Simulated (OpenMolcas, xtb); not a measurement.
# How methods differ on CH5NSi (SMILES C[Si]N)

CH5NSi has 8 atoms, charge 0, and is taken as a singlet. SMILES: `C[Si]N`. The coordinates come from a PBE0-D4/def2-TZVP relaxation. This is one conformer, not always the lowest.

| atom | x (Å) | y (Å) | z (Å) |
| --- | --- | --- | --- |
| C | -0.6600 | 0.8247 | -0.5521 |
| Si | 0.9638 | 0.6538 | 0.4277 |
| N | 0.9322 | -1.0344 | 0.6907 |
| H | -1.0264 | -0.1018 | -1.0043 |
| H | -0.5625 | 1.5834 | -1.3341 |
| H | -1.4314 | 1.1950 | 0.1359 |
| H | 1.6512 | -1.5019 | 1.2201 |
| H | 0.2252 | -1.6757 | 0.3603 |

Quantity: the vertical ionisation energy (to the doublet cation), in eV. The values are calculated.

| level | kind | program | value (eV) |
| --- | --- | --- | --- |
| GFN2-xTB | semi-empirical | xtb | 12.00 |
| HF/def2-SVPD | Hartree–Fock | OpenMolcas | 7.33 |
| SVWN5/def2-SVPD | LDA | OpenMolcas | 8.31 |
| revPBE/def2-SVPD | GGA | OpenMolcas | 8.08 |
| M06-L/def2-SVPD | meta-GGA | OpenMolcas | 8.17 |
| PBE0/def2-SVPD | global hybrid | OpenMolcas | 8.20 |

The values span 7.33 to 12.00 eV. The xTB values lack the empirical shift that such differences need.
